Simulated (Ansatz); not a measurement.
# C3H4O: basis-set convergence

An exercise on one series of results from a longer session: the logs are not shown, and one member is left open.

The runs use Ansatz 0.2.0, Gaussian basis; one geometry, several basis sets.

Levels to be run: PBE0-D4/def2-SVP; ωB97M-V/def2-SVP; PBE0-D4/def2-QZVPP; ωB97M-V/def2-QZVPP; the functionals' def2-TZVPP values are taken from earlier runs.

## The geometry

All runs share one geometry, relaxed beforehand with PBE0-D4 in a triple-zeta def2 set.

SMILES `O=C1CC1`, 8 atoms, charge 0, spin multiplicity 1.

Atoms are counted from 1 here; the program's logs count them from 0.

Bond lengths: O1–C2 1.191 Å, C2–C3 1.461 Å, C2–C4 1.461 Å, C3–C4 1.559 Å, C3–H5 1.085 Å, C3–H6 1.085 Å, C4–H7 1.085 Å, C4–H8 1.085 Å. Angles: O1–C2–C3 147.8°, O1–C2–C4 147.8°, C3–C2–C4 64.5°, C2–C3–C4 57.8°, C2–C3–H5 118.8°, C2–C3–H6 118.8°, C4–C3–H5 117.6°, C4–C3–H6 117.6°, H5–C3–H6 114.7°, C2–C4–C3 57.8°, C2–C4–H7 118.8°, C2–C4–H8 118.8°, C3–C4–H7 117.6°, C3–C4–H8 117.6°, H7–C4–H8 114.7°.

Set-up of the first run:

in.yaml

```yaml
crystal:
  periodic: [false, false, false]
  atoms:
    - {symbol: O, position_ang: [-1.855036, 0.501649, 0.856902]}
    - {symbol: C, position_ang: [-0.806141, 0.215746, 0.371394]}
    - {symbol: C, position_ang: [0.542550, 0.641250, 0.003636]}
    - {symbol: C, position_ang: [0.022797, -0.803377, -0.268543]}
    - {symbol: H, position_ang: [0.667794, 1.299725, -0.849696]}
    - {symbol: H, position_ang: [1.281267, 0.770597, 0.787860]}
    - {symbol: H, position_ang: [-0.187210, -1.076732, -1.297436]}
    - {symbol: H, position_ang: [0.426180, -1.606058, 0.340082]}
basis:
  gaussian: {orbitals: def2-SVP}
hamiltonian: {xc: pbe0, dispersion: d4}
output: {orbitals: {seedname: orbitals}}
```

On the command line:

```sh
$ ansatz run in.yaml --threads 4 --pin off --events-out ev --progress --plain --max-ram 10444MiB
```

Steps of the session up to this table: PBE0-D4 in def2-SVP; ωB97M-V in def2-SVP; PBE0-D4 in def2-QZVPP; ωB97M-V in def2-QZVPP.

One table of the session follows, with a row left open; its other results are not shown here.

It belongs to the step «Density functionals: the series». 

| functional | basis | HOMO (eV) |
| --- | --- | --- |
| PBE0-D4 | def2-SVP | -6.88 |
| PBE0-D4 | def2-TZVPP | -6.97 |
| PBE0-D4 | def2-QZVPP | -7.00 |
| ωB97M-V | def2-SVP | -9.20 |
| ωB97M-V | def2-TZVPP | -9.31 |
| ωB97M-V | def2-QZVPP | ? |

Q: Estimate the row for ωB97M-V, def2-QZVPP from the others.

The run gave: HOMO (eV): -9.33. In the column «HOMO (eV)» it is the lowest.
